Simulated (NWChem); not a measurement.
# One shape, several levels: MgNH2F (SMILES [NH2][Mg][F])

Wanted: a comparison of 3 runs (PBE/def2-TZVP, PBE/def2-TZVPP, PBE/def2-SVP) of MgNH2F. 

The results are computed with NWChem 7.3.0.

### Step 1. The system as given

MgNH2F: 5 atoms, total charge 0, spin state singlet. As SMILES, `[NH2][Mg][F]`. Geometry: relaxed at PBE0-D4/def2-TZVP.

Bond lengths: N1–Mg2 1.876 Å, Mg2–F3 1.755 Å, N1–H4 1.009 Å, N1–H5 1.009 Å. Angles: N1–Mg2–F3 180.0°, Mg2–N1–H4 126.3°, Mg2–N1–H5 126.3°, H4–N1–H5 107.3°.

### Step 2. Energy and gradient at PBE/def2-TZVP (run 1)

File fh2mgn.nw:

```
start fh2mgn
memory stack 880 mb heap 220 mb global 1100 mb

geometry noautosym nocenter noautoz
  N       -0.550500       0.605900      -0.218900
  Mg       0.668100      -0.744500       0.240100
  F        1.808300      -2.007900       0.669400
  H       -0.549300       1.554100       0.125000
  H       -1.326800       0.518800      -0.857000
end

basis spherical bse
  * library def2-TZVP
end

dft
  xc xpbe96 cpbe96
  grid fine
  convergence energy 1e-08
  maxiter 100
  mulliken
  print low
end

task dft gradient
```

The run is started by

```sh
$ nwchem fh2mgn.nw > fh2mgn.out
```

What it wrote:

```text
[...]
 d= 0,ls=0.0,diis     1   -355.6159994196 -4.36D+02  1.56D-02  1.29D+00     2.1
[...]
 d= 0,ls=0.0,diis    10   -355.7433213837 -2.90D-09  2.28D-07  2.41D-09    16.6
         Total DFT energy =     -355.743321383720
      One electron energy =     -655.547080375315
           Coulomb energy =      254.035347494997
    Exchange-Corr. energy =      -34.430298201009
 Nuclear repulsion energy =       80.198709697606
[...]
      Total Density - Mulliken Population Analysis
     ---------------------------------------------
    Atom       Charge   Shell Charges
 -----------   ------   -------------------------------------------------------
    1 N    7     7.85   0.82  1.15  0.54  0.79  0.25  1.56  1.63  1.09  0.00  0.00  0.00
    2 Mg  12    11.07   2.00  0.69  1.30  0.41  0.00  5.12  0.88  0.25  0.15  0.00  0.15  0.14
    3 F    9     9.53   0.77  1.20  0.61  0.96  0.40  2.28  2.09  1.21  0.00  0.00  0.00
    4 H    1     0.78   0.27  0.39  0.07  0.04
    5 H    1     0.78   0.27  0.39  0.07  0.04
[...]
                         DFT ENERGY GRADIENTS
    atom               coordinates                        gradient
                 x          y          z           x          y          z
   1 N      -1.040294   1.144985  -0.413661   -0.002275   0.002548  -0.000859
   2 Mg      1.262526  -1.406901   0.453723    0.001865  -0.002070   0.000709
   3 F       3.417192  -3.794381   1.264983   -0.004761   0.005279  -0.001797
   4 H      -1.038026   2.936823   0.236216   -0.000277  -0.006701  -0.002645
   5 H      -2.507288   0.980390  -1.619495    0.005448   0.000944   0.004593
 Task  times  cpu:       25.4s     wall:       25.4s
 Total times  cpu:       25.5s     wall:       25.5s
```

Wall time 26 s (1 thread of Intel Xeon Platinum 8488C (Sapphire Rapids), shared host); peak memory 0.13 GiB.

### Step 3. Energy and forces at PBE/def2-TZVPP (run 2)

File sp.nw:

```
start sp
title "FH2MgN PBE"
memory stack 880 mb heap 220 mb global 1100 mb

geometry units angstroms noautosym nocenter noautoz
  N       -0.550500       0.605900      -0.218900
  Mg       0.668100      -0.744500       0.240100
  F        1.808300      -2.007900       0.669400
  H       -0.549300       1.554100       0.125000
  H       -1.326800       0.518800      -0.857000
end

basis spherical bse
  * library def2-TZVPP
end

dft
  xc xpbe96 cpbe96
  grid fine
  convergence energy 1e-08
  iterations 100
  mulliken
  print low
end

task dft gradient
```

The run is started by

```sh
$ nwchem sp.nw > sp.out
```

What it wrote:

```text
[...]
 d= 0,ls=0.0,diis     1   -355.6178074439 -4.36D+02  1.36D-02  1.30D+00     2.7
[...]
 d= 0,ls=0.0,diis    10   -355.7452568694 -3.26D-09  2.06D-07  2.58D-09    22.7
         Total DFT energy =     -355.745256869411
      One electron energy =     -655.544451304074
           Coulomb energy =      254.030521736997
    Exchange-Corr. energy =      -34.430036999941
 Nuclear repulsion energy =       80.198709697606
[...]
      Total Density - Mulliken Population Analysis
     ---------------------------------------------
    Atom       Charge   Shell Charges
 -----------   ------   -------------------------------------------------------
    1 N    7     7.64   0.82  1.15  0.54  0.78  0.25  1.56  1.57  0.96  0.00  0.00  0.00
    2 Mg  12    11.12   2.00  0.69  1.30  0.43  0.00  5.12  0.87  0.27  0.15  0.00  0.15  0.14
    3 F    9     9.53   0.77  1.20  0.61  0.96  0.40  2.28  2.09  1.21  0.00  0.00  0.00
    4 H    1     0.85   0.27  0.42  0.08  0.02  0.06  0.01
    5 H    1     0.85   0.27  0.42  0.08  0.02  0.06  0.01
[...]
                         DFT ENERGY GRADIENTS
    atom               coordinates                        gradient
                 x          y          z           x          y          z
   1 N      -1.040294   1.144985  -0.413661   -0.002149   0.002407  -0.000811
   2 Mg      1.262526  -1.406901   0.453723    0.001809  -0.002009   0.000688
   3 F       3.417192  -3.794381   1.264983   -0.004722   0.005236  -0.001783
   4 H      -1.038026   2.936823   0.236216    0.000006  -0.006190  -0.002240
   5 H      -2.507288   0.980390  -1.619495    0.005055   0.000555   0.004145
 Task  times  cpu:       34.5s     wall:       34.5s
 Total times  cpu:       34.6s     wall:       34.6s
```

Wall time 35 s (1 thread of Intel Xeon Platinum 8488C (Sapphire Rapids), shared host); peak memory 0.13 GiB.

### Step 4. Energy and forces at PBE/def2-SVP (run 3)

File a.xyz:

```xyz
5
FH2MgN gradient
N     -0.550500     0.605900    -0.218900
Mg     0.668100    -0.744500     0.240100
F      1.808300    -2.007900     0.669400
H     -0.549300     1.554100     0.125000
H     -1.326800     0.518800    -0.857000
```

File a.nw:

```
start a
title "FH2MgN gradient"
memory total 2200 mb

geometry units angstroms noautosym nocenter noautoz
  load a.xyz
end

basis "ao basis" spherical bse
  N library def2-SVP
  Mg library def2-SVP
  F library def2-SVP
  H library def2-SVP
end

dft
  xc xpbe96 cpbe96
  grid fine
  convergence energy 1e-08
  maxiter 100
  mulliken
  noprint "final vectors analysis"
end

task dft gradient
```

The run is started by

```sh
$ nwchem a.nw > a.out
```

What it wrote:

```text
[...]
          Wavefunction type:  closed shell.
          No. of atoms     :     5
          No. of electrons :    30
[...]
          Charge           :     0
          Spin multiplicity:     1
[...]
          AO basis - number of functions:    56
[...]
              XC Information
              --------------
          PerdewBurkeErnzerhof Exchange Functional  1.000
            Perdew 1991 LDA Correlation Functional  1.000 local
           PerdewBurkeErnz. Correlation Functional  1.000 non-local
[...]
 d= 0,ls=0.0,diis     1   -355.3595808576 -4.36D+02  3.79D-02  9.62D-01     0.7
[...]
 d= 0,ls=0.0,diis    10   -355.4780738743 -5.39D-09  1.99D-07  9.74D-11     4.5
         Total DFT energy =     -355.478073874336
      One electron energy =     -655.002816513993
           Coulomb energy =      253.714807675423
    Exchange-Corr. energy =      -34.388774733372
 Nuclear repulsion energy =       80.198709697606
[...]
      Total Density - Mulliken Population Analysis
     ---------------------------------------------
    Atom       Charge   Shell Charges
 -----------   ------   -------------------------------------------------------
    1 N    7     7.51   1.99  0.97  0.51  2.42  1.61  0.01
    2 Mg  12    11.30   2.00  1.98  0.38 -0.02  5.97  0.38  0.25  0.34
    3 F    9     9.43   1.99  1.12  0.83  3.32  2.17  0.00
    4 H    1     0.88   0.71  0.12  0.05
    5 H    1     0.88   0.71  0.12  0.05
[...]
  wavefunction    = closed shell
                         DFT ENERGY GRADIENTS
    atom               coordinates                        gradient
                 x          y          z           x          y          z
   1 N      -1.040294   1.144985  -0.413661   -0.006993   0.007787  -0.002646
   2 Mg      1.262526  -1.406901   0.453723    0.002590  -0.002872   0.000980
   3 F       3.417192  -3.794381   1.264983   -0.006127   0.006794  -0.002312
   4 H      -1.038026   2.936823   0.236216    0.000034  -0.012832  -0.004623
   5 H      -2.507288   0.980390  -1.619495    0.010497   0.001123   0.008600
[...]
```

It took 7.2 s on 1 thread of Intel Xeon Platinum 8488C (Sapphire Rapids), shared host; peak memory 0.11 GiB.

### Step 5. Overview of the runs

```
run           level  energy (Eh)  largest force (eV/Å)  wall time
  1   PBE/def2-TZVP  -355.743321                 0.377       26 s
  2  PBE/def2-TZVPP  -355.745257                 0.374       35 s
  3    PBE/def2-SVP  -355.478074                 0.701      7.2 s
```

### Step 6. What came out

| quantity | value |
| --- | --- |
| run 3: total energy | -355.47807 Eh |
| run 3: dipole moment | 2.37 D |
| run 3: largest force on an atom | 0.701 eV/Å |

What this shows: Over the runs the total energy spans 7.270 eV. All runs together took 69 s, the longest 35 s.
